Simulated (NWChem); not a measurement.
# isobutene (C4H8); SMILES C=C(C)C

Computed with NWChem. Each level has its own optimisation; frequencies are unscaled. Brackets give each atom's bonded neighbours.

```csv
level,r C–C [C(CCC)–C(CHHH)] (Å),r C–C [C(CCC)–C(CHH)] (Å),r C–H [C(CHH)–H(C)] (Å),highest harmonic frequency (cm⁻¹),lowest (cm⁻¹),zero-point energy (kcal/mol),dipole (D)
B3LYP/3-21G,1.517,1.334,1.086,3227,177,68.5,0.50
Hartree-Fock/STO-3G,1.526,(withheld),1.080,(withheld),(withheld),(withheld),(withheld)
PBE0/def2-SVP,1.500,1.338,1.094,3258,169,67.6,0.59
```

Problem. What belongs in the gaps?

Solution. 
- Hartree-Fock/STO-3G, r C–C [C(CCC)–C(CHH)] (Å): 1.311
- Hartree-Fock/STO-3G, highest harmonic frequency (cm⁻¹): 3811
- Hartree-Fock/STO-3G, lowest (cm⁻¹): 152
- Hartree-Fock/STO-3G, zero-point energy (kcal/mol): 80.6
- Hartree-Fock/STO-3G, dipole (D): 0.40
